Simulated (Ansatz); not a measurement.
**ZrSe₃ (P2₁/m, No. 11): band gap by level of theory**

The reference, 1.1 eV (measured, temperature not stated, no zero-point or thermal correction, indirect, absorption, single crystal; as tabulated in Patel et al., Bull. Mater. Sci. 28, 405 (2005)), is not set against levels without spin–orbit coupling, which matters for this solid.

```json
[
 {"level (code)": "LDA (Ansatz)", "value (eV)": "___", "cell (Å³/atom)": "23.89"},
 {"level (code)": "r²SCAN+SOC (Ansatz)", "value (eV)": "0.54 (indirect)", "cell (Å³/atom)": "23.89"},
 {"level (code)": "r²SCAN+rVV10 (Ansatz)", "value (eV)": "0.61", "cell (Å³/atom)": "24.07"}
]
```

Problem. Complete the blanks.

Solution. 
- LDA (Ansatz, a quantum-chemistry and plane-wave program), value (eV): 0.27

Computed values are for a static lattice. Levels without +SOC have no spin–orbit coupling; where heavier elements are present it shifts gaps, mostly down, and can invert bands.  Values are at the measured cell; r²SCAN+rVV10 at the level's own relaxed cell. Cutoffs differ between the levels. Ansatz's density-functional and Hartree–Fock values are scalar-relativistic unless marked +SOC, with PAW data made under PBE.
